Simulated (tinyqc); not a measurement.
Inside a calculation. Method: Hueckel theory of the pi electrons with the omega technique, for the molecule C=C([CH2-])Cl (SMILES; centres numbered as the heavy atoms are written). One step of it, computed by the program tinyqc.

Task: Omega technique, round 2. h_r = h_r(0) + omega q_r, omega = 1.4, with q_r = z_r - P_rr; 0.3 of the old diagonal is kept.

Hueckel matrix in units of beta (H = alpha + beta A):
```
           1C        2C        3C       4Cl
1C   0.000000  1.000000  0.000000  0.000000
2C   1.000000  0.000000  1.000000  0.400000
3C   0.000000  1.000000  0.000000  0.000000
4Cl  0.000000  0.400000  0.000000  2.000000
```

charge and bond-order matrix P:
```
            1C        2C         3C        4Cl
1C    1.421255  0.694268  -0.578745  -0.074766
2C    0.694268  1.167148   0.694268   0.089690
3C   -0.578745  0.694268   1.421255  -0.074766
4Cl  -0.074766  0.089690  -0.074766   1.990341
```

Centres:

| centre | z_r, pi electrons of the neutral centre | h |
|---|---|---|
| 1C | 1 | 0.000000 |
| 2C | 1 | 0.000000 |
| 3C | 1 | 0.000000 |
| 4Cl | 2 | 2.000000 |

Give: matrix after round 2.

Result:

matrix after round 2:
```
          1C       2C       3C     4Cl
1C   -0.5632   1.0000   0.0000  0.0000
2C    1.0000  -0.1610   1.0000  0.4000
3C    0.0000   1.0000  -0.5632  0.0000
4Cl   0.0000   0.4000   0.0000  2.0135
```
